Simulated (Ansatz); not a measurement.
The input, for Ansatz 0.2.0:

```yaml
crystal:
  periodic: [false, false, false]
  atoms:
    - {symbol: Ge, position_ang: [0.000000, 0.000000, 0.000000]}
    - {symbol: C, position_ang: [0.000000, 0.000000, 1.910400]}
basis:
  gaussian: {orbitals: aug-cc-pVDZ}
total_charge: 1
magnetization: {spin_polarized: true, initial_magnetization: 5}
hamiltonian: {xc: {name: B3LYP}}
correlation: {method: ccsd_t, electrons: outside_noble_gas}
output: {forces: true}
```

```sh
$ ansatz run in.yaml --threads 1 --pin off --events-out ev --progress --plain --max-ram 2393MiB
```

(1) Roughly how long does this take on 1 thread of Arm Neoverse V1, shared host, and how much host memory?

```
650 factors; integrals over basis functions are off by at most 6.7e-4 eV
mean field evaluation 1: about -57530.6658 eV, gradient 2.6e1 eV
mean field evaluation 2: about -57530.6650 eV, gradient 2.6e1 eV
mean field evaluation 4: about -57535.8180 eV, gradient 4.2e0 eV
mean field evaluation 8: about -57535.9815 eV, gradient 4.3e-2 eV
mean field evaluation 16: about -57535.9816 eV, gradient 1.0e-6 eV
mean field evaluation 32: about -57535.9816 eV, gradient 3.3e-4 eV
mean field -57535.98157147 eV, -2114.4083234626 hartree, gradient 1.1e-6 eV, S^2 8.753005; 4 other end points of the search recorded, 0 dependent functions left out
15 core orbitals not correlated: weight in the atoms' cores, before any rotation towards them, 0.999 or more for the frozen orbitals, at most 0.001 for the correlated occupied ones
reference -57487.66574428 eV, -2112.6327495630 hartree; 6, 1 occupied and 38, 43 virtual orbitals, 650 factors
second order -2.43032757 eV of doubles, -0.19747024 eV of singles
cycle   1  -2.91123988 eV  change   -2.9e-1 eV  update   5.0e-2
cycle   2  -3.01309108 eV  change   -1.0e-1 eV  update   1.7e-2
cycle   3  -3.03844142 eV  change   -2.5e-2 eV  update   8.5e-3
cycle   4  -3.04035939 eV  change   -1.9e-3 eV  update   4.1e-3
cycle   5  -3.04099206 eV  change   -6.3e-4 eV  update   1.8e-3
cycle   6  -3.04096137 eV  change    3.1e-5 eV  update   7.0e-4
cycle   7  -3.04100497 eV  change   -4.4e-5 eV  update   2.2e-4
cycle   8  -3.04098847 eV  change    1.6e-5 eV  update   6.9e-5
cycle   9  -3.04096859 eV  change    2.0e-5 eV  update   1.8e-5
cycle  10  -3.04097009 eV  change   -1.5e-6 eV  update   5.7e-6
cycle  11  -3.04096949 eV  change    6.0e-7 eV  update   2.1e-6
cycle  12  -3.04096934 eV  change    1.6e-7 eV  update   7.9e-7
perturbative correction -0.10455361 eV, -0.0038422744 hartree
the calculation of the forces begins
Total energy: -57490.81126723 eV, -2112.7483453993 hartree
Atom 0 at     0.000000     0.000000     0.000000 Å, force    -0.000000     0.000000    -0.403143 eV/Å
Atom 1 at     0.000000     0.000000     1.910400 Å, force    -0.000000    -0.000000     0.403143 eV/Å
Dipole moment:     0.000000     0.000000    -0.025171 e Å
```

Forces (eV/Å):
```
Ge   0.000  0.000 -0.403
C    0.000  0.000  0.403
```

Answers

(1) 10 s wall and 0.19 GiB.
